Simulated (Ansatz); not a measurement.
## singlet CF(+): levels of theory in one basis

```xyz
2

C     0.0000    0.0000   -0.6229
F     0.0000    0.0000    0.6229
```

Basis set: def2-SVP (spherical functions). Left uncorrelated: 2 orbitals. Charge 1, multiplicity 1.

Computed with Ansatz (development build ahead of 0.2.0); each method stands on the lowest determinant of its kind that the runs found.

```json
{"method": "RHF", "E − E(RHF) (eV)": "0.00", "<S²> of the determinant": "0.00"}
{"method": "RHF-CCSD(T)", "E − E(RHF) (eV)": "-8.37", "<S²> of the determinant": "–"}
```

Question: What does RHF-MP2 give on the same scale?

Answer: -7.65 eV.

Question: Is a single determinant a sound starting point here?

Answer: By this sign, yes. Unrestricted orbitals gain 0.00 eV and <S²> is 0.00 against 0.00 for a pure state.
